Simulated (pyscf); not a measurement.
Optimised with ωB97X-D3(BJ)/def2-SVP in PySCF.

SMILES: O[Si](O)(F)O[SiH3]
```xyz
11

O      1.3219    -0.7891    -0.3601
Si    -0.0953    -0.0267    -0.6850
O      0.1188     0.9901    -1.9524
F     -1.1986    -1.1602    -1.0219
O     -0.6712     0.8603     0.5547
Si    -1.0560     2.4725     0.7672
H      1.2978    -1.5542     0.2232
H      0.6735     0.6982    -2.6821
H     -1.5254     2.6365     2.1680
H     -2.1363     2.8716    -0.1760
H      0.1459     3.3211     0.5386
```
Charge 0, spin multiplicity 1.

How much does it cost (ΔH, 298 K, ωB97M-D3(BJ)/def2-TZVP) to split HO–Si(OH)(F)–O–SiH₃ at its O–Si bond into •O–Si(OH)(OH)–F + SiH₃•?

O–Si to •O–Si(OH)(OH)–F + SiH₃•: 131.6 kcal/mol. The 7 functionals that were run give +122.3 (PBE) to +133.1 kcal/mol (M06-2X). Other isomers of •O–Si(OH)(OH)–F were not searched in full and may lie lower.
